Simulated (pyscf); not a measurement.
Optimised with ωB97X-D3(BJ)/def2-SVP in PySCF.

Question: For the elementary gas-phase step HO–Ti(OH)(OH)–Cl (SMILES [OH][Ti]([OH])([OH])[Cl]) → H₂O (SMILES O) + O=Ti(OH)–Cl (SMILES [O]=[Ti]([OH])[Cl]) (singlet surface; O–Ti, H–O broken, H–O formed), what barrier and reaction energy does ωB97M-D3(BJ)/def2-TZVP give, measured from the reactant's lowest minimum found?

Answer: ΔE‡ = 149.9 kJ/mol, ΔE = +206.4 kJ/mol. Zero-point energy shifts the barrier by -4.3 kJ/mol. It is an elimination, with an imaginary mode of 1615i cm⁻¹. On the product side the descent ends in an adduct with a O–Ti contact, 137.0 kJ/mol under the separated species and 74.8 kJ/mol under the saddle at ωB97X-D3(BJ)/def2-TZVP. At ωB97M-D3(BJ) the saddle lies under the separated products, which points to a path from their complex (located at ωB97X-D3(BJ) alone), and parting the products costs more than the saddle. What is counted as broken (O–Ti) persists as a longer contact in the product adduct; parting that adduct is a step of its own. At the saddle there is also a short H–Ti contact that neither side keeps. This saddle turned up in a search for another step; its sides and bond changes are read from the two ends of the descent. One saddle was located; it need not be the lowest between these sides.
